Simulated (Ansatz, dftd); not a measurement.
System: CH5Si, charge 0, doublet. CH5Si (SMILES C[SiH2], doublet).
B3LYP-D3(BJ)/def2-TZVP minimum from Ansatz (a quantum-chemistry and plane-wave program):
```xyz
7

C     -0.0008     0.0642    -1.2011
Si     0.0002     0.0478     0.6809
H      0.0023    -0.9574    -1.5919
H     -0.8865     0.5712    -1.5864
H      0.8811     0.5770    -1.5873
H     -1.2107    -0.6263     1.2208
H      1.2161    -0.6184     1.2195
```
Charge 0, spin multiplicity 2.

Quantity: atomisation energy (electronic, to ground-state atoms), in kcal/mol. Radicals and triplets start from unrestricted determinants; spin-orbit coupling is neglected. Cores are frozen in correlated methods. Rows without X2C or -DK are non-relativistic. CBS(X,Y): correlation extrapolated as X^-3, Hartree-Fock from the larger set (Q,5: extrapolated as (X+1)exp(-9√X)). A bracket is a step between two methods taken in the basis named. Functionals run without relativity, which enters their misses. Double hybrids freeze cores in their MP2 part. '+ core + X2C': CCSD(T) terms for core correlation (cc-pwCVTZ, 1s frozen past Ne) and scalar relativity (cc-pVTZ-DK). For partners of very few electrons the exact lower level stands in for a higher one.

```csv
level,program,atomisation energy (kcal/mol),difference against the last row
HF/cc-pV(5+d)Z,Ansatz,413.0,-118.1
CAM-B3LYP/def2-TZVPD,Ansatz,532.4,1.3
B2PLYP-D3(BJ)/def2-TZVPD,Ansatz + dftd3,525.8,-5.3
B2GP-PLYP/def2-TZVPD,Ansatz,522.7,-8.4
MP2/aug-cc-pV(D+d)Z,Ansatz,496.4,-34.7
CCSD/aug-cc-pV(Q+d)Z,Ansatz,523.3,-7.8
CCSD(T)/cc-pV(Q+d)Z,Ansatz,527.0,-4.1
CCSDT(Q)/aug-cc-pV(D+d)Z,Ansatz,498.3,-32.8
CCSDT(Q)/cc-pV(D+d)Z,Ansatz,494.2,-36.9
"CCSD(T)/CBS(cc-pV(Q+d)Z,cc-pV(5+d)Z) + [CCSDT(Q) - CCSD(T)]/cc-pV(D+d)Z + core + X2C",Ansatz,531.1,0.0
```
